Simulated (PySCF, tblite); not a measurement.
# H3N2F3, a gas-phase cluster of small molecules: NMR shifts, interaction energy, infrared bands, spin-spin couplings and electronic excitations, part 2 of 3

tblite 0.8.0 and PySCF 2.14.0. Atoms count from 0, parts from 1. Earlier steps stand in the parts before.

### 5 Counterpoise and decomposition: wB97M-D3(BJ)/def2-TZVPD

What the job is given:

```
{"job": {"kind": "inter", "xc": "wB97M-D3(BJ)", "basis": "def2-TZVPD", "pairs": false}, "charge": 0, "multiplicity": 1, "parts": [{"atoms": "0-1", "charge": 0, "multiplicity": 1}, {"atoms": "2-3", "charge": 0, "multiplicity": 1}, {"atoms": "4-5", "charge": 0, "multiplicity": 1}, {"atoms": "6-7", "charge": 0, "multiplicity": 1}]}
N      0.545904     0.040969    -0.116464
N     -0.392583    -0.376754     0.264733
F      2.858720     1.214967    -1.097984
H      2.063076     0.853677    -0.755711
F      2.515200     3.735683    -1.339828
H      2.794715     2.836266    -1.315671
F      0.270877     2.991007    -0.302435
H      0.989777     3.467850    -0.667286
```

With the program's defaults for keys left out, this is: wB97M-D3(BJ)/def2-TZVPD interaction energy, counterpoise and uncorrected, gas phase.

The log of the run:

```text
part 1, own basis, geometry of the cluster
coarse grid: 10240 points
cycle   1  E = -109.6047415382  dE =  4.929e-02  |g| = 1.668e-01  |ddm| = 1.302e+00
cycle   2  E = -109.6104762533  dE = -5.735e-03  |g| = 7.313e-02  |ddm| = 1.512e-01
cycle   3  E = -109.6113574414  dE = -8.812e-04  |g| = 6.558e-03  |ddm| = 4.545e-02
cycle   4  E = -109.6113716271  dE = -1.419e-05  |g| = 1.067e-03  |ddm| = 1.775e-02
cycle   5  E = -109.6113721055  dE = -4.784e-07  |g| = 2.347e-04  |ddm| = 1.192e-03
final grid: 21984 points
cycle   6  E = -109.6113722188  dE = -3.499e-08  |g| = 8.100e-05  |ddm| = 4.976e-04
cycle   7  E = -109.6113722216  dE = -2.823e-09  |g| = 3.116e-05  |ddm| = 1.352e-04
cycle   8  E = -109.6113722219  dE = -2.881e-10  |g| = 8.427e-06  |ddm| = 5.136e-05
converged SCF energy = -109.6113722219

part 2, own basis, geometry of the cluster
coarse grid: 7776 points
cycle   1  E = -100.4677284241  dE = -1.082e-01  |g| = 4.667e-01  |ddm| = 6.141e-01
cycle   2  E = -100.4706738874  dE = -2.945e-03  |g| = 5.144e-01  |ddm| = 3.853e-01
cycle   3  E = -100.5051187504  dE = -3.444e-02  |g| = 2.597e-02  |ddm| = 1.710e-01
cycle   4  E = -100.5051962478  dE = -7.750e-05  |g| = 5.219e-03  |ddm| = 1.074e-02
cycle   5  E = -100.5052012295  dE = -4.982e-06  |g| = 4.564e-04  |ddm| = 3.838e-03
final grid: 16976 points
cycle   6  E = -100.5051654405  dE = -7.365e-08  |g| = 1.048e-04  |ddm| = 8.983e-04
cycle   7  E = -100.5051654448  dE = -4.281e-09  |g| = 6.668e-05  |ddm| = 2.306e-04
cycle   8  E = -100.5051654454  dE = -6.169e-10  |g| = 2.775e-05  |ddm| = 4.056e-05
converged SCF energy = -100.5051654454

part 3, own basis, geometry of the cluster
coarse grid: 7776 points
cycle   1  E = -100.4673706470  dE = -1.109e-01  |g| = 4.672e-01  |ddm| = 6.130e-01
cycle   2  E = -100.4701571732  dE = -2.787e-03  |g| = 5.166e-01  |ddm| = 3.863e-01
cycle   3  E = -100.5049487994  dE = -3.479e-02  |g| = 2.601e-02  |ddm| = 1.717e-01
cycle   4  E = -100.5050266258  dE = -7.783e-05  |g| = 5.265e-03  |ddm| = 1.073e-02
cycle   5  E = -100.5050316878  dE = -5.062e-06  |g| = 4.619e-04  |ddm| = 3.854e-03
final grid: 16976 points
cycle   6  E = -100.5050364021  dE = -7.592e-08  |g| = 1.168e-04  |ddm| = 8.833e-04
cycle   7  E = -100.5050364066  dE = -4.421e-09  |g| = 8.704e-05  |ddm| = 2.358e-04
cycle   8  E = -100.5050364076  dE = -1.023e-09  |g| = 2.500e-05  |ddm| = 4.107e-05
cycle   9  E = -100.5050364077  dE = -1.599e-10  |g| = 2.503e-06  |ddm| = 4.077e-05
converged SCF energy = -100.5050364077

part 4, own basis, geometry of the cluster
coarse grid: 7776 points
cycle   1  E = -100.4678508840  dE = -1.068e-01  |g| = 4.665e-01  |ddm| = 6.146e-01
cycle   2  E = -100.4708736363  dE = -3.023e-03  |g| = 5.133e-01  |ddm| = 3.849e-01
cycle   3  E = -100.5051466003  dE = -3.427e-02  |g| = 2.595e-02  |ddm| = 1.707e-01
cycle   4  E = -100.5052239450  dE = -7.734e-05  |g| = 5.197e-03  |ddm| = 1.074e-02
cycle   5  E = -100.5052288884  dE = -4.943e-06  |g| = 4.539e-04  |ddm| = 3.830e-03
final grid: 16976 points
cycle   6  E = -100.5052184832  dE = -7.291e-08  |g| = 1.101e-04  |ddm| = 8.668e-04
cycle   7  E = -100.5052184874  dE = -4.121e-09  |g| = 7.860e-05  |ddm| = 2.288e-04
cycle   8  E = -100.5052184882  dE = -8.323e-10  |g| = 2.491e-05  |ddm| = 3.975e-05
converged SCF energy = -100.5052184882

part 1, own basis, relaxed alone
coarse grid: 10240 points
cycle   1  E = -109.6045709491  dE =  4.456e-02  |g| = 1.682e-01  |ddm| = 1.300e+00
cycle   2  E = -109.6103819199  dE = -5.811e-03  |g| = 7.387e-02  |ddm| = 1.523e-01
cycle   3  E = -109.6112824012  dE = -9.005e-04  |g| = 6.548e-03  |ddm| = 4.575e-02
cycle   4  E = -109.6112965851  dE = -1.418e-05  |g| = 1.069e-03  |ddm| = 1.769e-02
cycle   5  E = -109.6112970654  dE = -4.803e-07  |g| = 2.349e-04  |ddm| = 1.190e-03
final grid: 21984 points
cycle   6  E = -109.6112968946  dE = -3.429e-08  |g| = 7.845e-05  |ddm| = 5.462e-04
cycle   7  E = -109.6112968974  dE = -2.760e-09  |g| = 2.990e-05  |ddm| = 1.376e-04
cycle   8  E = -109.6112968976  dE = -2.756e-10  |g| = 8.361e-06  |ddm| = 5.173e-05
converged SCF energy = -109.6112968976

part 2, own basis, relaxed alone
coarse grid: 7776 points
cycle   1  E = -100.4688250004  dE = -9.408e-02  |g| = 4.644e-01  |ddm| = 6.197e-01
cycle   2  E = -100.4725059569  dE = -3.681e-03  |g| = 5.038e-01  |ddm| = 3.808e-01
cycle   3  E = -100.5053204956  dE = -3.281e-02  |g| = 2.574e-02  |ddm| = 1.678e-01
cycle   4  E = -100.5053964733  dE = -7.598e-05  |g| = 5.006e-03  |ddm| = 1.077e-02
cycle   5  E = -100.5054011144  dE = -4.641e-06  |g| = 4.334e-04  |ddm| = 3.766e-03
final grid: 16976 points
cycle   6  E = -100.5053935718  dE = -6.450e-08  |g| = 1.039e-04  |ddm| = 8.236e-04
cycle   7  E = -100.5053935753  dE = -3.467e-09  |g| = 7.702e-05  |ddm| = 2.169e-04
cycle   8  E = -100.5053935761  dE = -7.789e-10  |g| = 2.128e-05  |ddm| = 3.715e-05
converged SCF energy = -100.5053935761

part 3, own basis, relaxed alone: E = -100.5053935761 (as before)

part 4, own basis, relaxed alone: E = -100.5053935761 (as before)

cluster
final grid: 72912 points
cycle   1  E = -411.1474401221  dE = -2.718e-02  |g| = 8.927e-02  |ddm| = 8.013e-01
cycle   2  E = -411.1482379178  dE = -7.978e-04  |g| = 1.043e-01  |ddm| = 1.616e-01
cycle   3  E = -411.1500905239  dE = -1.853e-03  |g| = 2.209e-02  |ddm| = 5.060e-02
cycle   4  E = -411.1502292169  dE = -1.387e-04  |g| = 8.946e-03  |ddm| = 3.592e-02
cycle   5  E = -411.1502438256  dE = -1.461e-05  |g| = 2.164e-03  |ddm| = 8.679e-03
cycle   6  E = -411.1502447583  dE = -9.327e-07  |g| = 2.961e-04  |ddm| = 2.240e-03
cycle   7  E = -411.1502447980  dE = -3.968e-08  |g| = 7.627e-05  |ddm| = 8.409e-04
cycle   8  E = -411.1502447997  dE = -1.683e-09  |g| = 2.437e-05  |ddm| = 1.669e-04
cycle   9  E = -411.1502447998  dE = -1.378e-10  |g| = 1.208e-05  |ddm| = 5.247e-05
converged SCF energy = -411.1502447998

part 1 in the basis of the cluster
final grid: 72912 points
cycle   1  E = -109.6114795614  dE = -1.076e-04  |g| = 1.903e-03  |ddm| = 5.216e-01
cycle   2  E = -109.6114818135  dE = -2.252e-06  |g| = 3.408e-04  |ddm| = 4.749e-02
cycle   3  E = -109.6114819084  dE = -9.485e-08  |g| = 4.498e-05  |ddm| = 6.813e-03
cycle   4  E = -109.6114819092  dE = -7.784e-10  |g| = 1.537e-05  |ddm| = 4.501e-04
converged SCF energy = -109.6114819092

part 2 in the basis of the cluster
final grid: 72912 points
cycle   1  E = -100.5052820437  dE = -1.225e-04  |g| = 2.037e-03  |ddm| = 2.673e-01
cycle   2  E = -100.5052838410  dE = -1.797e-06  |g| = 3.562e-04  |ddm| = 3.034e-02
cycle   3  E = -100.5052838949  dE = -5.389e-08  |g| = 2.229e-04  |ddm| = 5.621e-03
cycle   4  E = -100.5052839014  dE = -6.471e-09  |g| = 2.792e-05  |ddm| = 2.513e-04
cycle   5  E = -100.5052839016  dE = -1.837e-10  |g| = 2.674e-06  |ddm| = 1.757e-04
converged SCF energy = -100.5052839016

part 3 in the basis of the cluster
final grid: 72912 points
cycle   1  E = -100.5051281377  dE = -9.650e-05  |g| = 1.910e-03  |ddm| = 1.462e-01
cycle   2  E = -100.5051295916  dE = -1.454e-06  |g| = 3.194e-04  |ddm| = 1.902e-02
cycle   3  E = -100.5051296342  dE = -4.255e-08  |g| = 1.734e-04  |ddm| = 3.771e-03
cycle   4  E = -100.5051296381  dE = -3.899e-09  |g| = 2.636e-05  |ddm| = 1.725e-04
cycle   5  E = -100.5051296382  dE = -1.414e-10  |g| = 1.965e-06  |ddm| = 1.348e-04
converged SCF energy = -100.5051296382

part 4 in the basis of the cluster
final grid: 72912 points
cycle   1  E = -100.5052906468  dE = -7.539e-05  |g| = 1.560e-03  |ddm| = 1.190e-01
cycle   2  E = -100.5052917201  dE = -1.073e-06  |g| = 2.675e-04  |ddm| = 1.439e-02
cycle   3  E = -100.5052917506  dE = -3.049e-08  |g| = 1.779e-04  |ddm| = 2.691e-03
cycle   4  E = -100.5052917547  dE = -4.151e-09  |g| = 2.047e-05  |ddm| = 1.736e-04
cycle   5  E = -100.5052917548  dE = -1.137e-10  |g| = 2.222e-06  |ddm| = 1.299e-04
converged SCF energy = -100.5052917548

Interaction energy (kcal/mol)
  counterpoise      -16.613
  uncorrected       -16.870
  dispersion part    -2.144
  deformation         0.430
  binding           -16.183

Decomposition of the uncorrected value (kcal/mol)
  electrostatic     -28.043
  Pauli              32.131
  orbital           -18.813
  dispersion         -2.144

Charge of each part in the cluster: 0.030 0.005 -0.008 -0.027
```

Run time: 59 s. Hardware: 1 thread of Arm Neoverse V1, shared host; peak memory 0.66 GiB.

Contacts at this geometry (a selection, picked against the atoms' radii; other short pairs can be missing):

```
  atoms  distance (Å)  kind (by distance and angle)  angle (°)
H5···F2          1.64                 hydrogen bond        164
H7···F4          1.69                 hydrogen bond        158
H3···N0          1.84                 hydrogen bond        176
```

The decomposition goes in steps from the parts' own densities: electrostatics between them unchanged, then the rise on making their orbitals orthogonal (called Pauli here; it holds the exchange-correlation between the parts too, so it can be small or negative at long range), then orbital relaxation, then the dispersion term. Charges of the parts share the cluster's density out in proportion to the parts' own densities.

The SCF energies in the log hold no dispersion term; the tabulated energies do.

The parts:

```
part  SMILES  deformation (kcal/mol)  HOMO alone (eV)  charge in the cluster (e)
   1     N#N                   -0.05           -14.89                      0.030
   2       F                    0.14           -14.54                      0.005
   3       F                    0.22           -14.54                     -0.008
   4       F                    0.11           -14.54                     -0.027
```

A deformation below zero shows that the part was relaxed at another level.

0.25 electrons are displaced on forming the cluster; the change lies nearest to F2, F4, F6 about 16 % each; N0, N1 about 11 % each; H3, H5 about 11 % each; H7 7 %.

### 6 Counterpoise and decomposition: PBE0-D3(BJ)/def2-TZVPD

What the job is given:

```
{"job": {"kind": "inter", "xc": "PBE0", "basis": "def2-TZVPD", "disp": "d3bj"}, "charge": 0, "multiplicity": 1, "parts": [{"atoms": "0-1", "charge": 0, "multiplicity": 1}, {"atoms": "2-3", "charge": 0, "multiplicity": 1}, {"atoms": "4-5", "charge": 0, "multiplicity": 1}, {"atoms": "6-7", "charge": 0, "multiplicity": 1}]}
N      0.545904     0.040969    -0.116464
N     -0.392583    -0.376754     0.264733
F      2.858720     1.214967    -1.097984
H      2.063076     0.853677    -0.755711
F      2.515200     3.735683    -1.339828
H      2.794715     2.836266    -1.315671
F      0.270877     2.991007    -0.302435
H      0.989777     3.467850    -0.667286
```

Method: PBE0-D3(BJ)/def2-TZVPD interaction energy, counterpoise and uncorrected, gas phase.

The log of the run:

```text
part 1, own basis, geometry of the cluster
coarse grid: 2128 points
cycle   1  E = -109.4495640037  dE =  1.341e-01  |g| = 1.021e-01  |ddm| = 1.275e+00
cycle   2  E = -109.4509713272  dE = -1.407e-03  |g| = 4.612e-02  |ddm| = 1.003e-01
cycle   3  E = -109.4513703115  dE = -3.990e-04  |g| = 9.292e-03  |ddm| = 3.464e-02
cycle   4  E = -109.4513875488  dE = -1.724e-05  |g| = 5.091e-04  |ddm| = 5.459e-03
cycle   5  E = -109.4513875954  dE = -4.666e-08  |g| = 7.851e-05  |ddm| = 4.378e-04
final grid: 21984 points
cycle   6  E = -109.4466884101  dE = -6.116e-06  |g| = 2.431e-03  |ddm| = 4.164e-02
cycle   7  E = -109.4466890083  dE = -5.982e-07  |g| = 1.518e-03  |ddm| = 2.434e-03
cycle   8  E = -109.4466894661  dE = -4.578e-07  |g| = 4.722e-05  |ddm| = 9.384e-04
cycle   9  E = -109.4466894665  dE = -4.320e-10  |g| = 5.126e-06  |ddm| = 4.775e-05
converged SCF energy = -109.4466894665

part 2, own basis, geometry of the cluster
coarse grid: 1712 points
cycle   1  E = -100.3525298909  dE = -4.783e-02  |g| = 4.973e-01  |ddm| = 6.197e-01
cycle   2  E = -100.3098764838  dE =  4.265e-02  |g| = 7.584e-01  |ddm| = 5.198e-01
cycle   3  E = -100.3931160157  dE = -8.324e-02  |g| = 2.329e-02  |ddm| = 2.949e-01
cycle   4  E = -100.3931952677  dE = -7.925e-05  |g| = 4.475e-03  |ddm| = 1.003e-02
cycle   5  E = -100.3931975391  dE = -2.271e-06  |g| = 3.714e-04  |ddm| = 1.334e-03
final grid: 16976 points
cycle   6  E = -100.3945134669  dE = -2.027e-05  |g| = 3.482e-03  |ddm| = 7.795e-03
cycle   7  E = -100.3945119463  dE =  1.521e-06  |g| = 4.834e-03  |ddm| = 2.944e-03
cycle   8  E = -100.3945151275  dE = -3.181e-06  |g| = 1.021e-04  |ddm| = 1.773e-03
cycle   9  E = -100.3945151289  dE = -1.357e-09  |g| = 1.929e-05  |ddm| = 4.073e-05
cycle  10  E = -100.3945151289  dE = -5.608e-11  |g| = 3.173e-06  |ddm| = 1.059e-05
converged SCF energy = -100.3945151289

part 3, own basis, geometry of the cluster
coarse grid: 1712 points
cycle   1  E = -100.3520192910  dE = -5.011e-02  |g| = 4.976e-01  |ddm| = 6.187e-01
cycle   2  E = -100.3086996681  dE =  4.332e-02  |g| = 7.616e-01  |ddm| = 5.213e-01
cycle   3  E = -100.3927824271  dE = -8.408e-02  |g| = 2.338e-02  |ddm| = 2.961e-01
cycle   4  E = -100.3928624214  dE = -7.999e-05  |g| = 4.531e-03  |ddm| = 1.008e-02
cycle   5  E = -100.3928647556  dE = -2.334e-06  |g| = 3.747e-04  |ddm| = 1.353e-03
final grid: 16976 points
cycle   6  E = -100.3943646576  dE = -2.051e-05  |g| = 3.284e-03  |ddm| = 7.489e-03
cycle   7  E = -100.3943633038  dE =  1.354e-06  |g| = 4.560e-03  |ddm| = 2.778e-03
cycle   8  E = -100.3943661380  dE = -2.834e-06  |g| = 1.020e-04  |ddm| = 1.675e-03
cycle   9  E = -100.3943661394  dE = -1.373e-09  |g| = 1.928e-05  |ddm| = 4.089e-05
cycle  10  E = -100.3943661395  dE = -5.548e-11  |g| = 3.156e-06  |ddm| = 1.046e-05
converged SCF energy = -100.3943661395

part 4, own basis, geometry of the cluster
coarse grid: 1712 points
cycle   1  E = -100.3525205301  dE = -4.672e-02  |g| = 4.969e-01  |ddm| = 6.202e-01
cycle   2  E = -100.3102261560  dE =  4.229e-02  |g| = 7.565e-01  |ddm| = 5.189e-01
cycle   3  E = -100.3929928825  dE = -8.277e-02  |g| = 2.325e-02  |ddm| = 2.942e-01
cycle   4  E = -100.3930718147  dE = -7.893e-05  |g| = 4.445e-03  |ddm| = 1.001e-02
cycle   5  E = -100.3930740544  dE = -2.240e-06  |g| = 3.691e-04  |ddm| = 1.325e-03
final grid: 16976 points
cycle   6  E = -100.3945765294  dE = -2.025e-05  |g| = 3.348e-03  |ddm| = 7.550e-03
cycle   7  E = -100.3945751478  dE =  1.382e-06  |g| = 4.629e-03  |ddm| = 2.824e-03
cycle   8  E = -100.3945780624  dE = -2.915e-06  |g| = 1.026e-04  |ddm| = 1.700e-03
cycle   9  E = -100.3945780638  dE = -1.394e-09  |g| = 1.892e-05  |ddm| = 4.108e-05
cycle  10  E = -100.3945780639  dE = -5.372e-11  |g| = 3.131e-06  |ddm| = 1.038e-05
converged SCF energy = -100.3945780639

part 1, own basis, relaxed alone
coarse grid: 2128 points
cycle   1  E = -109.4494763462  dE =  1.300e-01  |g| = 1.032e-01  |ddm| = 1.274e+00
cycle   2  E = -109.4509117302  dE = -1.435e-03  |g| = 4.741e-02  |ddm| = 1.013e-01
cycle   3  E = -109.4513351980  dE = -4.235e-04  |g| = 9.129e-03  |ddm| = 3.530e-02
cycle   4  E = -109.4513518664  dE = -1.667e-05  |g| = 5.132e-04  |ddm| = 5.397e-03
cycle   5  E = -109.4513519137  dE = -4.729e-08  |g| = 7.832e-05  |ddm| = 4.402e-04
final grid: 21984 points
cycle   6  E = -109.4466155158  dE = -6.287e-06  |g| = 2.462e-03  |ddm| = 4.709e-02
cycle   7  E = -109.4466161322  dE = -6.165e-07  |g| = 1.540e-03  |ddm| = 2.520e-03
cycle   8  E = -109.4466166039  dE = -4.717e-07  |g| = 4.640e-05  |ddm| = 9.528e-04
cycle   9  E = -109.4466166043  dE = -4.178e-10  |g| = 5.108e-06  |ddm| = 4.928e-05
converged SCF energy = -109.4466166043

part 2, own basis, relaxed alone
coarse grid: 1712 points
cycle   1  E = -100.3538962038  dE = -3.607e-02  |g| = 4.957e-01  |ddm| = 6.253e-01
cycle   2  E = -100.3143878258  dE =  3.951e-02  |g| = 7.429e-01  |ddm| = 5.125e-01
cycle   3  E = -100.3936078706  dE = -7.922e-02  |g| = 2.285e-02  |ddm| = 2.891e-01
cycle   4  E = -100.3936834613  dE = -7.559e-05  |g| = 4.203e-03  |ddm| = 9.787e-03
cycle   5  E = -100.3936854441  dE = -1.983e-06  |g| = 3.548e-04  |ddm| = 1.247e-03
final grid: 16976 points
cycle   6  E = -100.3948396405  dE = -1.844e-05  |g| = 3.887e-03  |ddm| = 7.260e-03
cycle   7  E = -100.3948378321  dE =  1.808e-06  |g| = 5.336e-03  |ddm| = 3.262e-03
cycle   8  E = -100.3948416823  dE = -3.850e-06  |g| = 1.018e-04  |ddm| = 1.955e-03
cycle   9  E = -100.3948416837  dE = -1.346e-09  |g| = 1.798e-05  |ddm| = 4.008e-05
cycle  10  E = -100.3948416837  dE = -4.920e-11  |g| = 3.017e-06  |ddm| = 1.030e-05
converged SCF energy = -100.3948416837

part 3, own basis, relaxed alone: E = -100.3948416837 (as before)

part 4, own basis, relaxed alone: E = -100.3948416837 (as before)

cluster
final grid: 72912 points
cycle   1  E = -410.6550839992  dE = -2.861e-02  |g| = 1.104e-01  |ddm| = 9.169e-01
cycle   2  E = -410.6466862297  dE =  8.398e-03  |g| = 2.434e-01  |ddm| = 1.810e-01
cycle   3  E = -410.6575554139  dE = -1.087e-02  |g| = 2.066e-02  |ddm| = 1.018e-01
cycle   4  E = -410.6576157253  dE = -6.031e-05  |g| = 8.551e-03  |ddm| = 1.441e-02
cycle   5  E = -410.6576257468  dE = -1.002e-05  |g| = 2.296e-03  |ddm| = 5.443e-03
cycle   6  E = -410.6576265382  dE = -7.913e-07  |g| = 3.530e-04  |ddm| = 1.872e-03
cycle   7  E = -410.6576265592  dE = -2.106e-08  |g| = 1.115e-04  |ddm| = 3.325e-04
cycle   8  E = -410.6576265608  dE = -1.550e-09  |g| = 3.912e-05  |ddm| = 5.855e-05
cycle   9  E = -410.6576265610  dE = -2.248e-10  |g| = 3.991e-06  |ddm| = 2.011e-05
converged SCF energy = -410.6576265610

part 1 in the basis of the cluster
final grid: 72912 points
cycle   1  E = -109.4467876122  dE = -9.839e-05  |g| = 5.772e-04  |ddm| = 6.482e-01
cycle   2  E = -109.4467877501  dE = -1.379e-07  |g| = 1.341e-04  |ddm| = 1.764e-02
cycle   3  E = -109.4467877530  dE = -2.877e-09  |g| = 7.492e-05  |ddm| = 6.833e-04
cycle   4  E = -109.4467877537  dE = -6.942e-10  |g| = 4.716e-05  |ddm| = 9.151e-05
cycle   5  E = -109.4467877541  dE = -4.156e-10  |g| = 2.701e-06  |ddm| = 2.014e-05
converged SCF energy = -109.4467877541

part 2 in the basis of the cluster
final grid: 72912 points
cycle   1  E = -100.3946323965  dE = -1.229e-04  |g| = 8.236e-04  |ddm| = 2.977e-01
cycle   2  E = -100.3946326591  dE = -2.626e-07  |g| = 1.836e-04  |ddm| = 1.091e-02
cycle   3  E = -100.3946326576  dE =  1.435e-09  |g| = 2.291e-04  |ddm| = 8.052e-04
cycle   4  E = -100.3946326648  dE = -7.212e-09  |g| = 1.479e-05  |ddm| = 9.257e-05
cycle   5  E = -100.3946326649  dE = -2.942e-11  |g| = 6.281e-07  |ddm| = 1.230e-05
converged SCF energy = -100.3946326649

part 3 in the basis of the cluster
final grid: 72912 points
cycle   1  E = -100.3944550850  dE = -9.310e-05  |g| = 7.812e-04  |ddm| = 1.538e-01
cycle   2  E = -100.3944552979  dE = -2.130e-07  |g| = 1.633e-04  |ddm| = 6.865e-03
cycle   3  E = -100.3944552964  dE =  1.554e-09  |g| = 2.106e-04  |ddm| = 5.281e-04
cycle   4  E = -100.3944553025  dE = -6.099e-09  |g| = 1.106e-05  |ddm| = 8.095e-05
cycle   5  E = -100.3944553025  dE = -1.666e-11  |g| = 7.187e-07  |ddm| = 6.955e-06
converged SCF energy = -100.3944553025

part 4 in the basis of the cluster
final grid: 72912 points
cycle   1  E = -100.3946471730  dE = -7.226e-05  |g| = 6.052e-04  |ddm| = 1.276e-01
cycle   2  E = -100.3946473138  dE = -1.408e-07  |g| = 1.509e-04  |ddm| = 5.104e-03
cycle   3  E = -100.3946473129  dE =  9.009e-10  |g| = 1.827e-04  |ddm| = 3.242e-04
cycle   4  E = -100.3946473174  dE = -4.577e-09  |g| = 1.095e-05  |ddm| = 7.446e-05
cycle   5  E = -100.3946473175  dE = -1.572e-11  |g| = 4.149e-07  |ddm| = 6.257e-06
converged SCF energy = -100.3946473175

Interaction energy (kcal/mol)
  counterpoise      -18.221
  uncorrected       -18.465
  dispersion part    -1.214
  deformation         0.623
  binding           -17.598

Decomposition of the uncorrected value (kcal/mol)
  electrostatic     -27.679
  Pauli              29.975
  orbital           -19.546
  dispersion         -1.214

Charge of each part in the cluster: 0.031 0.005 -0.008 -0.027
```

Wall time 26 s (1 thread of Arm Neoverse V1, shared host); peak memory 0.62 GiB.

In short: -18.22 kcal/mol with counterpoise, basis-set superposition error 0.24.

[end of part 2 of 3]
